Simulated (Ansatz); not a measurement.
Wavefunction ladder for C$_{2}$H$_{3}$F$_{3}$O, SMILES `FCOC(F)F`

Z-matrix (Å, degrees):
```
C
O 1 1.385
F 1 1.372 2 110.3
H 1 1.094 2 111.8 3 -119.7
H 1 1.089 2 106.5 3 117.7
C 2 1.368 1 115.2 3 73.0
F 6 1.332 2 106.8 1 -172.6
F 6 1.354 2 110.3 1 70.3
H 6 1.094 2 113.4 1 -51.2
```

Charge 0, multiplicity 1. The structure was optimised at the PBE0-D4/def2-TZVP level. It is one conformer, not always the lowest. Frozen core, restricted reference, Ansatz 0.2.0. CBS rows extrapolate triple and quadruple zeta; past MP2 they add the triple-zeta difference.

```csv
basis,HF (Eh),MP2 corr.,CCSD corr.,(T),CCSD(T) total
def2-SVP,-450.30317,-0.99734,-1.02736,-0.02147,-451.35200
def2-TZVPP,-450.85998,-1.30561,-1.32234,-0.04386,-452.22618
def2-QZVPP,-450.87974,-1.41919,–,–,–
CBS(def2),-450.88246,-1.50332,-1.52006,as TZ,-452.44638
```
